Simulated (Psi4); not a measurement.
**A workflow on BH3Cl− (SMILES [BH3-]Cl)**

We compute a structure relaxation (HF-3c/MINIX), then vibrational wavenumbers, then the energy (CCSD(T)/def2-TZVP) of BH3Cl−. 

Program for the calculation: Psi4 1.11.

**1. The system as given**

BH3Cl−: 5 atoms, total charge -1, spin state singlet. As SMILES, `[BH3-]Cl`. Geometry: relaxed at GFN2-xTB. The run starts from this shape.

Bond lengths: B1–Cl2 1.873 Å, B1–H3 1.208 Å, B1–H4 1.208 Å, B1–H5 1.208 Å. Angles: Cl2–B1–H3 106.7°, Cl2–B1–H4 106.7°, Cl2–B1–H5 106.7°, H3–B1–H4 112.0°, H3–B1–H5 112.2°, H4–B1–H5 112.1°.

**2. A structure relaxation at HF-3c/MINIX (density fitting) (run 1)**

The input, bclh3.dat:

```
memory 1600 mb

molecule molecule1 {
  -1 1
  B      0.082390    -0.047870     0.135930
  Cl    -0.845860     0.496450    -1.396970
  H      1.223080    -0.254620    -0.203070
  H     -0.460100    -1.051350     0.532730
  H      0.000500     0.857390     0.931390
}

set globals {
  geom_maxiter 60
}

result, w = optimize('hf-3c', return_wfn=True)
```

Started as:

```
$ psi4 -n 1 bclh3.dat bclh3.out
```

bclh3.out:

```text
[...]
  Running in c1 symmetry.
[...]
  Nuclear repulsion =   42.159747933462555
[...]
  Multiplicity = 1
[...]
  Nalpha       = 13
  Nbeta        = 13
[...]
    Number of basis functions: 22
[...]
   @DF-RHF iter   1:  -483.57362648301472   -1.19442e+00   2.60030e-03 ADIIS/DIIS
[...]
   @DF-RHF iter   5:  -483.58550211354145   -3.41061e-13   4.43092e-09 DIIS
[...]
    Orbital Energies [Eh]
    ---------------------
    Doubly Occupied:
       1A   -103.655003     2A    -10.109519     3A     -7.540451
       4A     -7.538449     5A     -7.538449     6A     -7.240124
       7A     -0.753922     8A     -0.450604     9A     -0.236595
      10A     -0.236590    11A     -0.180335    12A     -0.138747
      13A     -0.138745
[...]
  @DF-RHF Final Energy:  -483.58550211354145
   => Energetics <=
    Nuclear Repulsion Energy =             39.6994109816941432
    One-Electron Energy =                -755.0490706489331387
    Two-Electron Energy =                 231.7670030585018708
    Total Energy =                       -483.5855021135414518
[...]
 Multipole Moments:
 ------------------------------------------------------------------------------------
     Multipole            Electronic (a.u.)      Nuclear  (a.u.)        Total (a.u.)
 ------------------------------------------------------------------------------------
 L = 1.  Multiply by 2.5417464519 to convert [e a0] to [Debye]
 Dipole X            :         -2.4993065            2.0666566           -0.4326500
 Dipole Y            :          1.4666311           -1.2127442            0.2538869
 Dipole Z            :         -4.1285418            3.4138578           -0.7146840
 Magnitude           :                                                    0.8731653
[...]
  -Total Gradient:
     Atom            X                  Y                   Z
    ------   -----------------  -----------------  -----------------
       1       -0.000009811540    -0.000001784145    -0.000014233251
       2        0.000013438983    -0.000006486061     0.000021810016
       3       -0.000007938355     0.000004798690     0.000002221838
       4        0.000003021796     0.000008548556    -0.000002544238
       5        0.000001289112    -0.000005077037    -0.000007254369
[...]
    Final optimized geometry and variables:
    Molecular point group: c1
    Full point group: C1
    Geometry (in Angstrom), charge = -1, multiplicity = 1:
    B            0.714681152617    -0.419405821430     1.180569082197
    CL          -0.301021110431     0.176650439180    -0.497250956544
    H            1.828825493722    -0.618185904743     0.841110724144
    H            0.177971255879    -1.400214387362     1.562690663124
    H            0.630783917316     0.470615333293     1.953155207824
    Psi4 run time: 0:00:03.64
[...]
```

On the terminal:

```text
Optimizer: Optimization complete!
```

Wall time 4.5 s (1 thread of Intel Xeon 6975P-C (Granite Rapids), shared host); peak memory 0.21 GiB.

Steps, from the record of the run:

```tsv
step	energy from the first frame kept (eV)	largest force (eV/Å)
0	0.0000	2.7797
1	-0.2262	0.6080
2	-0.2374	0.4431
3	-0.2415	0.1663
4	-0.2422	0.0428
5	-0.2422	0.0122
6	-0.2422	0.0014
```

After the run. Bond lengths: B1–Cl2 2.050 Å, B1–H3 1.182 Å, B1–H4 1.182 Å, B1–H5 1.182 Å. Angles: Cl2–B1–H3 106.3°, Cl2–B1–H4 106.3°, Cl2–B1–H5 106.3°, H3–B1–H4 112.4°, H3–B1–H5 112.4°, H4–B1–H5 112.4°.

**3. The harmonic vibrations at HF-3c/MINIX (density fitting) (run 2)**

The input, bclh3.py:

```python
import psi4

psi4.set_memory('1600 MB')
psi4.set_num_threads(1)
psi4.core.set_output_file('output.dat', False)

m = psi4.geometry("""
-1 1
B      0.145267    -0.085107     0.240131
Cl    -0.870436     0.510949    -1.437690
H      1.259411    -0.283887    -0.099328
H     -0.391443    -1.065916     0.622252
H      0.061369     0.804914     1.012717
symmetry c1
""")

psi4.set_options(dict(t=298.15, rotational_symmetry_number=3))

e_tot, wfn = psi4.frequencies('HF-3C', return_wfn=True)
print('E =', round(e_tot, 9))
print('wavenumbers / cm^-1:', wfn.frequencies().np.round(1))
for k in ('ZPVE', 'ENTHALPY', 'GIBBS FREE ENERGY'):
    print(f'{k}: {psi4.variable(k):.8f} Eh')
```

Started as:

```
$ python bclh3.py
```

output.dat, cut to the lines that bear on the results:

```text
[...]
  Running in c1 symmetry.
[...]
  Nuclear repulsion =   39.699397356003033
[...]
  Multiplicity = 1
[...]
  Nalpha       = 13
  Nbeta        = 13
[...]
    Number of basis functions: 22
[...]
   @DF-RHF iter   1:  -483.58172191015859   -1.31488e+00   2.70125e-03 ADIIS/DIIS
[...]
  -Total Gradient:
     Atom            X                  Y                   Z
    ------   -----------------  -----------------  -----------------
       1       -0.000009526916    -0.000001590616    -0.000014043167
       2        0.000013357778    -0.000006460892     0.000021667148
       3       -0.000008036323     0.000004765869     0.000002198823
       4        0.000002951606     0.000008427560    -0.000002530922
       5        0.000001253851    -0.000005141922    -0.000007291879
[...]
   @DF-RHF iter   8:  -483.58550211376524   -5.68434e-13   2.55224e-09 DIIS
[...]
    Orbital Energies [Eh]
    ---------------------
    Doubly Occupied:
       1A   -103.655003     2A    -10.109518     3A     -7.540451
[...]
  @DF-RHF Final Energy:  -483.58550211376524
   => Energetics <=
    Nuclear Repulsion Energy =             39.6993973560030327
    One-Electron Energy =                -755.0490459027719226
    Two-Electron Energy =                 231.7669919388848996
    Total Energy =                       -483.5855021137652443
[...]
 Multipole Moments:
 ------------------------------------------------------------------------------------
     Multipole            Electronic (a.u.)      Nuclear  (a.u.)        Total (a.u.)
 ------------------------------------------------------------------------------------
[...]
  ==> Harmonic Vibrational Analysis <==
[...]
  Freq [cm^-1]                 517.5880            980.7034            980.7065
[...]
  IR activ [km/mol]            44.1717              2.2431              2.2432
[...]
  Freq [cm^-1]                1383.1487           1462.6477           1462.6690
[...]
  IR activ [km/mol]            200.2193             5.7086              5.7078
[...]
  Freq [cm^-1]                2945.7021           3104.0878           3104.1061
[...]
  IR activ [km/mol]            13.8426             13.6289             13.6279
[...]
  Total E_0, Enthalpy at 0 [K]                                                         -483.54918503 [Eh]
[...]
  Total H, Enthalpy at  298.15 [K]                                                     -483.54509803 [Eh]
[...]
```

The script printed:

```text
Warning: used thermodynamics relations inappropriate for low-frequency modes: ['517.5880']
E = -483.585502114
wavenumbers / cm^-1: [ 517.6  980.7  980.7 1383.1 1462.6 1462.7 2945.7 3104.1 3104.1]
ZPVE: 0.03631709 Eh
ENTHALPY: -483.54509803 Eh
GIBBS FREE ENERGY: -483.57212449 Eh
```

It took 3.9 s on 1 thread of Intel Xeon 6975P-C (Granite Rapids), shared host; peak memory 0.23 GiB.

**4. The energy at CCSD(T)/def2-TZVP (run 3)**

The input, calc.py:

```python
import psi4

psi4.set_memory(1600000000)
psi4.set_num_threads(1)
psi4.core.set_output_file('run.log', False)

m = psi4.geometry("""
-1 1
B
Cl 1 2.049883
H 1 1.181551 2 106.31937
H 1 1.18155 3 112.43213 2 115.95365
H 1 1.181552 4 112.43073 3 -128.09545
units angstrom
""")

psi4.set_options({
    'basis': 'def2-TZVP',
    'scf_type': 'pk',
    'num_frozen_docc': 6,
})

e_tot, wfn = psi4.energy("ccsd(t)", molecule=m, return_wfn=True)
print(f'total energy {e_tot:.8f} hartree = {e_tot * 27.211386:.5f} eV')
for k, v in sorted(psi4.core.scalar_variables().items()):
    print(f'{k:45s} {v:18.10f}')
```

Started as:

```
$ python calc.py
```

run.log:

```text
[...]
  Running in c1 symmetry.
[...]
  Nuclear repulsion =   39.699391827260619
[...]
  Multiplicity = 1
[...]
  Nalpha       = 13
  Nbeta        = 13
[...]
    Number of basis functions: 86
[...]
   @RHF iter   1:  -485.94179730876334   -7.37675e-01   3.36319e-03 ADIIS/DIIS
[...]
   @RHF iter  10:  -485.99474774291764   -2.96154e-11   9.48967e-09 DIIS
[...]
    Orbital Energies [Eh]
    ---------------------
    Doubly Occupied:
       1A   -104.563688     2A    -10.292047     3A     -7.758713
       4A     -7.758250     5A     -7.758250     6A     -7.357343
       7A     -0.817443     8A     -0.483382     9A     -0.273766
      10A     -0.273762    11A     -0.239175    12A     -0.191338
      13A     -0.191336
[...]
  @RHF Final Energy:  -485.99474774291764
   => Energetics <=
    Nuclear Repulsion Energy =             39.6993918272606194
    One-Electron Energy =                -755.4712964213382520
    Two-Electron Energy =                 229.7771568511600435
    Total Energy =                       -485.9947477429176388
[...]
 Multipole Moments:
 ------------------------------------------------------------------------------------
     Multipole            Electronic (a.u.)      Nuclear  (a.u.)        Total (a.u.)
 ------------------------------------------------------------------------------------
 L = 1.  Multiply by 2.5417464519 to convert [e a0] to [Debye]
 Dipole X            :         -0.0000628            0.0000489           -0.0000140
 Dipole Y            :         -0.0000032            0.0000026           -0.0000007
 Dipole Z            :          5.0472900           -4.1708813            0.8764087
 Magnitude           :                                                    0.8764087
[...]
      * MP2 total energy                      = -486.319964212934906
[...]
      * CCSD total energy                     = -486.356237272460874
[...]
      * CCSD(T) total energy                  = -486.369385139904466
```

On the terminal:

```text
total energy -486.36938514 hartree = -13234.78508 eV
(T) CORRECTION ENERGY                              -0.0131478674
CC D1 DIAGNOSTIC                                    0.0239983090
CC D2 DIAGNOSTIC                                    0.1496368558
CC NEW D1 DIAGNOSTIC                                0.0239983090
CC T1 DIAGNOSTIC                                    0.0090439398
CCSD CORRELATION ENERGY                            -0.3614895295
CCSD DOUBLES ENERGY                                -0.3614895295
CCSD ITERATIONS                                    12.0000000000
CCSD OPPOSITE-SPIN CORRELATION ENERGY              -0.2927016722
CCSD SAME-SPIN CORRELATION ENERGY                  -0.0687878574
CCSD SINGLES ENERGY                                 0.0000000000
CCSD TOTAL ENERGY                                -486.3562372725
CCSD(T) CORRELATION ENERGY                         -0.3746373970
CCSD(T) TOTAL ENERGY                             -486.3693851399
CURRENT CORRELATION ENERGY                         -0.3746373970
CURRENT ENERGY                                   -486.3693851399
CURRENT REFERENCE ENERGY                         -485.9947477429
DD SOLVATION ENERGY                                 0.0000000000
HF KINETIC ENERGY                                 486.1086495365
HF POTENTIAL ENERGY                              -972.1033972794
HF TOTAL ENERGY                                  -485.9947477429
HF VIRIAL RATIO                                     1.9997656866
MP2 CORRELATION ENERGY                             -0.3252164700
MP2 DOUBLES ENERGY                                 -0.3252164700
MP2 OPPOSITE-SPIN CORRELATION ENERGY               -0.2542487235
MP2 SAME-SPIN CORRELATION ENERGY                   -0.0709677465
MP2 SINGLES ENERGY                                 -0.0000000000
MP2 TOTAL ENERGY                                 -486.3199642129
NUCLEAR REPULSION ENERGY                           39.6993918273
ONE-ELECTRON ENERGY                              -755.4712964213
PCM POLARIZATION ENERGY                             0.0000000000
PE ENERGY                                           0.0000000000
SCF ITERATION ENERGY                             -485.9947477429
SCF ITERATIONS                                     10.0000000000
SCF TOTAL ENERGY                                 -485.9947477429
TWO-ELECTRON ENERGY                               229.7771568512
```

Run time: 11 s. Hardware: 1 thread of Intel Xeon 6975P-C (Granite Rapids), shared host; peak memory 0.66 GiB.

**5. Outcome**

```
                                                                       quantity             value
                                    run 1, HF-3c/MINIX: total energy at the end     -483.58550 Eh
                                                run 1, HF-3c/MINIX: HOMO energy          -3.78 eV
                                                run 1, HF-3c/MINIX: LUMO energy          15.37 eV
      run 1, HF-3c/MINIX: HOMO–LUMO gap (to an unbound level, set by the basis)          19.15 eV
                                 run 2, HF-3c/MINIX: lowest harmonic wavenumber          518 cm⁻¹
                                run 2, HF-3c/MINIX: highest harmonic wavenumber         3104 cm⁻¹
                                          run 2, HF-3c/MINIX: zero-point energy       95.4 kJ/mol
  run 2, HF-3c/MINIX: ideal-gas entropy at 298.15 K (symmetry number 3 as used)  56.9 cal/(mol K)
                                         run 3, CCSD(T)/def2-TZVP: total energy     -486.36939 Eh
                  run 3, CCSD(T)/def2-TZVP: HOMO energy (Hartree–Fock orbitals)          -5.21 eV
                  run 3, CCSD(T)/def2-TZVP: LUMO energy (Hartree–Fock orbitals)           8.11 eV
run 3, CCSD(T)/def2-TZVP: HOMO–LUMO gap (to an unbound level, set by the basis)          13.32 eV
          run 3, CCSD(T)/def2-TZVP: correlation energy (6 core orbitals frozen)        -374.6 mEh
                                       run 3, CCSD(T)/def2-TZVP: (T) correction        -13.15 mEh
                                        run 3, CCSD(T)/def2-TZVP: T1 diagnostic             0.009
```

In words: The optimisation (run 1, HF-3c/MINIX) took 7 steps and changed the energy by -0.242 eV. All 9 modes (run 2, HF-3c/MINIX) are real, so the shape is a minimum at this level. The triples (run 3, CCSD(T)/def2-TZVP) make up 3.5 % of the correlation energy.
